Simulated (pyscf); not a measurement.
Optimised with ωB97X-D3(BJ)/def2-SVP in PySCF.

For the elementary gas-phase step H₂N–SiH₂–NH₂ (SMILES N[SiH2]N) → HN=SiH–NH₂ (SMILES N=[SiH]N) + H₂ (SMILES [H][H]) (singlet surface; H–N, H–Si broken, H–H formed), what barrier and reaction energy does ωB97M-D3(BJ)/def2-TZVP give, measured from the reactant's lowest minimum found?

ΔE‡ = 3.14 eV, ΔE = +2.26 eV. Zero-point energy shifts the barrier by -0.17 eV. It is an elimination, with an imaginary mode of 1140i cm⁻¹. At the saddle there is also a short H–Si contact that neither side keeps. HN=SiH–NH₂ lies 0.90 eV over its isomer H₂N–Si:–NH₂ [singlet] (electronic energy, ωB97M-D3(BJ)/def2-TZVP). This is the saddle that the search found; another between the same sides may lie lower.
